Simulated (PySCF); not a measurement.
Broadened absorption spectrum of C4H5NO

C4H5NO.
Cartesian coordinates in Å at the PBE0-D3(BJ)/def2-SVP level; atoms count from 1:
```xyz
11
C4H5NO angstrom
O      1.450   -0.044   -1.795
C      1.896   -0.204   -0.693
N      1.172   -0.171    0.480
C     -0.170    0.055    0.558
C     -1.256    0.183    1.266
C     -1.390    0.337   -0.232
H      2.975   -0.404   -0.488
H      1.675   -0.328    1.347
H     -1.772    0.189    2.220
H     -1.839   -0.468   -0.836
H     -1.524    1.336   -0.678
```

Method: TDDFT wB97X-D/def2-SVPD, vertical, gas phase, core orbitals frozen in the response in PySCF 2.14.0, density-fitted response routines.

Computed states:

```csv
state,E (eV),f
S1,5.34,0.0016
S2,5.48,0.289
S3,6.16,0.0014
S4,7.00,0.0010
S5,7.15,0.0029
S6,7.38,0.013
S7,7.39,0.0031
S8,7.76,0.021
S9,7.82,0.015
S10,7.94,0.0025
```

Each state is given a Gaussian of 0.25 eV full width at half maximum, with ε(max) = 2.175×10⁸ f / Δν̃ (Δν̃ the width in cm⁻¹). The width is an assumption, not a result. The curve ends short of the highest state used, and states not computed would add to its high-energy end.

Q: Give the broadened spectrum and its maxima.

A: 
λ (nm), ε (L mol⁻¹ cm⁻¹) and a bar:
```
    168.9       1676 ##
    170.8       1098 #
    172.7        619 #
    174.6        397 
    176.4        263 
    178.3        150 
    180.2         70 
    182.1         24 
    184.0          6 
    185.8          1 
    187.7          0 
    189.6          0 
    191.5          2 
    193.4          9 
    195.3         31 
    197.1         70 
    199.0        119 
    200.9        146 
    202.8        133 
    204.7         90 
    206.6         47 
    208.4         22 
    210.3         22 
    212.2         99 
    214.1        455 
    216.0       1636 ##
    217.9       4600 ####
    219.7       9866 ##########
    221.6      17766 #################
    223.5      25872 #########################
    225.4      30796 ##############################
    227.3      30269 #############################
    229.1      25181 #########################
    231.0      17535 #################
    232.9      10377 ##########
    234.8       5273 #####
    236.7       2325 ##
    238.6        901 #
    240.4        330 
    242.3        104 
    244.2         30 
    246.1          8 
    248.0          2 
    249.9          1
```

Maxima: 226 nm (5.48 eV), ε about 31000, made up of S2 (100%); 201 nm (6.16 eV), ε about 150, made up of S3 (100%) (ε in L mol⁻¹ cm⁻¹; maxima over ε = 5, shares over 10%). At its high-energy end, 7.34 eV, the curve is still rising (ε about 1700, from S6 and S7).

Q: On this curve, what absorbance would a 10⁻³ mol/L sample give at 193 nm over a 1 cm path?

A: 193 nm is 6.424 eV, where ε is about 6.9 L mol⁻¹ cm⁻¹, so A = ε c l ≈ 0.0069 (Beer–Lambert, with the gas-phase spectrum and the assumed width).

Q: Does any computed singlet lie in the visible range?

A: No computed singlet lies in the visible range (380 to 750 nm); the lowest, at 232 nm, stands 2.07 eV above its violet end (3.26 eV).

Q: Coming from long wavelengths, where does ε first pass 100 L mol⁻¹ cm⁻¹?

A: At about 242 nm (5.12 eV), 0.22 eV below S1.

The vertical ionisation energy (ΔSCF) is 8.64 eV, 0.70 eV above S10.

One conformer stands for the species.
